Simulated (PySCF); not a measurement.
**Beryllium: a sound run and one with changed settings**

Sound run: Be [He] 2s2, Be⁺ [He] 2s1. All numbers are calculated (PySCF 2.14, the non-relativistic Hamiltonian (point nucleus), in aug-cc-pVDZ (4s3p2d, 23 functions)). In the sound run the correlated levels freeze 1s2. The sound run starts from symmetry-adapted Hartree-Fock orbitals and uses a fine grid where one is needed.

A second run was set up differently.

```
species   method  sound run (hartree)  changed run (hartree)  converged
     Be      UHF            -14.57238              -14.35188        yes
     Be   M06-2X            -14.66441              -14.45482        yes
     Be     PBE0            -14.63516              -14.41519        yes
     Be      MP2            -14.59815              -14.37567        yes
     Be  CCSD(T)            -14.61690              -14.40333        yes
    Be⁺      UHF            -14.27563              -14.09784        yes
    Be⁺   M06-2X            -14.33013              -14.15566        yes
    Be⁺     PBE0            -14.30398              -14.12265        yes
```

Ionisation energy of Be:

```
 method  sound run (eV)  changed run (eV)
    UHF           8.075             6.913
 M06-2X           9.096             8.141
   PBE0           9.012             7.961
    MP2           8.776             7.560
SCS-MP2           8.916             7.690
   CCSD           9.286             8.313
CCSD(T)           9.286             8.313
  CCSDT           9.286             8.313
    FCI           9.286             8.313
```

(1) What was changed?
A. minimal basis
B. angular grid far too coarse
C. radial grid too coarse
D. level shift left on

Results:

(1) A. It used basis STO-3G. A minimal basis cannot let orbitals breathe on ionisation and holds almost no correlation.
